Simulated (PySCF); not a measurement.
**Ionisation energy of N by level of theory**

N [He] 2s2 2p3 (4S) → N⁺ [He] 2s2 2p2 (3P), as a difference of total energies. All numbers are calculated (PySCF 2.14, scalar relativity by spin-free X2C-1e, in aug-cc-pCVTZ-DK (7s6p4d2f, 59 functions)). Correlated levels: valence and next inner shell: nothing frozen. The calculations carry no spin-orbit coupling.

| method | ionisation energy (eV) | error (eV) |
| --- | --- | --- |
| UHF | 13.888 | -0.657 |
| MP2 (valence and next inner shell) | 14.603 | +0.058 |
| SCS-MP2 (valence and next inner shell) | 14.336 | -0.209 |
| CCSD (valence and next inner shell) | 14.466 | -0.079 |
| CCSD(T) (valence and next inner shell) | 14.490 | -0.055 |

Reference: 14.545 eV (measured; NIST levels, between the centres of gravity of the two terms).

Errors of the correlated levels include the incompleteness of this basis.
